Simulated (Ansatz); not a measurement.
**Wavefunction methods compared: NO, doublet**

Calculated in Ansatz's Gaussian-basis code; BCCD by scripts on PySCF. Nonrelativistic, STO-3G, 2 core orbitals frozen. Perturbation and coupled-cluster methods stand on the Hartree–Fock determinant that coupled cluster favours; RHF here means ROHF, with semicanonical perturbation theory. The state met can change along the bond. Small basis; these aren't basis-limit values. The unrestricted determinant is a mixture of spins, so it may stand for another state.

Correlation energy of CCSD(T), then each method's total less that of CCSD(T), in eV:

| case | E corr CCSD(T) | CCSD | BCCD | BCCD(T) | determinant |
| --- | --- | --- | --- | --- | --- |
| 1.036 Å RHF | -2.845 | +0.049 | +0.058 | +0.004 | – |
| 1.036 Å UHF | -2.828 | +0.048 | +0.057 | +0.003 | ⟨S²⟩ = 0.752 |
| 1.324 Å RHF | -4.788 | +0.155 | +0.239 | +0.022 | – |
| 1.611 Å UHF | -1.863 | +0.035 | +0.226 | +0.083 | ⟨S²⟩ = 2.072 |
| 2.072 Å RHF | -5.471 | +0.075 | +0.076 | +0.003 | 0.60 eV over the lowest such Hartree–Fock solution met |
| 2.302 Å UHF | -0.095 | 0.000 | +0.329 | +0.329 | ⟨S²⟩ = 2.715 |

(1) Give full CI less CCSD(T). Is CCSD(T) good to 1 kcal/mol?

Answers

(1) 1.036 Å RHF: -0.024 eV (within); 1.036 Å UHF: -0.024 eV (within); 1.324 Å RHF: -0.110 eV (outside); 1.611 Å UHF: -0.126 eV (outside, spin-contaminated determinant); 2.072 Å RHF: -3.082 eV (outside, other state); 2.302 Å UHF: -0.014 eV (within, spin-contaminated determinant).

Several Brueckner solutions were met. Coupled cluster and full CI may stand on different states here.
